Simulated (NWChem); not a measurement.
# Ionisation of hydrogen fluoride (HF)

SMILES: F
```xyz
2

F      0.0000     0.0000     0.0925
H      0.0000     0.0000    -0.8323
```
Charge 0, spin multiplicity 1.

All runs are NWChem calculations. The geometry was optimised at B3LYP/def2-SVP, a minimum by its harmonic frequencies.

Basis set: def2-TZVPD. −ε marks an orbital energy of the parent.

B3LYP has NWChem's definition, with VWN1-RPA local correlation.

For the first vertical ionisation energy, −ε(HOMO) of HF gives 17.68 eV and −ε(HOMO) of TPSS gives 9.74 eV. What do −ε(HOMO) of PBE, −ε(HOMO) of M06-2X, −ε(HOMO) of B3LYP give?

−ε(HOMO) of PBE: 9.63 eV; −ε(HOMO) of M06-2X: 14.10 eV; −ε(HOMO) of B3LYP: 11.53 eV.
